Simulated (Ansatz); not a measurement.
How the polycrystal shear modulus of zinc-blende HgS (metastable phase) moves with the method

No measured value is used here.

| level (code) | value (GPa) | cell (Å³/atom) |
|---|---|---|
| LDA (Ansatz) | ___ | 24.54 |
| PBE (Ansatz) | 15.8 | 26.88 |
| PBEsol (Ansatz) | 15.9 | 25.36 |

Complete the blanks.


- LDA (Ansatz, a first-principles code), value (GPa): 16.2

Density-functional levels without +SOC have no spin–orbit coupling. LDA, PBE, PBEsol: the solid has no gap at this level, which affects its response. Each level is taken at its own relaxed cell. Ansatz's density-functional and Hartree–Fock values are scalar-relativistic unless marked +SOC, with PAW data made under PBE.
